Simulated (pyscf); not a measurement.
Thermochemistry of product channels of H₂B–O–GeH₃ + hydrogen chloride (HCl) on the singlet surface, in kJ/mol, from CCSD(T)/def2-TZVPP + ΔMP2(QZVPP) energies (ideal gas, 1 atm, RRHO with modes under 100 cm⁻¹ raised to 100, one conformer, R ln 2 for chiral ones without a mode under 150 cm⁻¹). Single points on ωB97X-D3(BJ)/def2-SVP structures (PySCF, gas phase). Correlated levels are frozen-core, on RHF or UHF. ΔMP2 is the change of the MP2 total energy from the triple- to the quadruple-zeta basis.

| products | ΔE | ΔH(298 K) | ΔG(600 K) | ΔG(1200 K) |
|---|---|---|---|---|
| HO–GeH₃ + H₂B–Cl | +52.0 | +55.7 | +46.6 | +39.8 |
| Cl–GeH₃ + H₂B–OH | … | -36.1 | -37.8 | … |

Q: Some entries are withheld; supply them.

A: 
- Cl–GeH₃ + H₂B–OH, ΔE: -44.8
- Cl–GeH₃ + H₂B–OH, ΔG(1200 K): -34.8

These are energies of the channels, which say nothing of barriers. The CCSD(T) − MP2 part came from Ansatz, without density fitting, on the same reference. The frozen core leaves the outer d or s,p core shells of the metals and heavy elements correlated in the MP2 and CC values, and def2-TZVPP describes them poorly, which can shift differences by a few kcal/mol. Elements up to Kr have no core potential and no relativistic terms here.
